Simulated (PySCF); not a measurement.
**Relaxation of doublet Li3**

Level of theory: PySCF, UPBE0, basis Li def2-TZVP (no relativity, density fitting). A (50,194) grid was used.

A start at or just off a symmetric point, pushed along the force that breaks its symmetry, of C2v symmetry, free to break it:

```xyz
3
charge 0 multiplicity 2, angstrom
Li    0.8345   -1.4455    0.0000
Li   -1.6995   -0.0175    0.0000
Li    0.8649    1.4630    0.0000
```

Optimiser trace:
```tsv
step	E − E(last) (kJ/mol)	largest gradient (Eh/bohr)
0	5.88	0.00445
1	4.75	0.00393
2	0.62	0.00134
3	0.24	0.00109
4	0.18	0.00098
5	0.11	0.00089
6	0.04	0.00059
7	0.01	0.00021
8	0.00	0.00003
```

It ends at C2v with Li–Li 2.811 Å (×2), Li–Li 3.374 Å; Li–Li–Li 53.1° (×2), Li–Li–Li 73.8°. A frequency run shows a minimum. Other isomers or separated fragments may lie lower.

Final geometry:
Z-matrix (Å, degrees; charge 0 multiplicity 2):
```
Li
Li 1 2.8111
Li 1 2.8111 2 73.76
```

The relaxation took 3.3 s on 2 threads of a shared Arm Neoverse V1 host, with 42 basis functions and 9 gradients; the process peaked at 0.32 GiB. Launch command: `OMP_NUM_THREADS=2 python axn.py task.json out`.
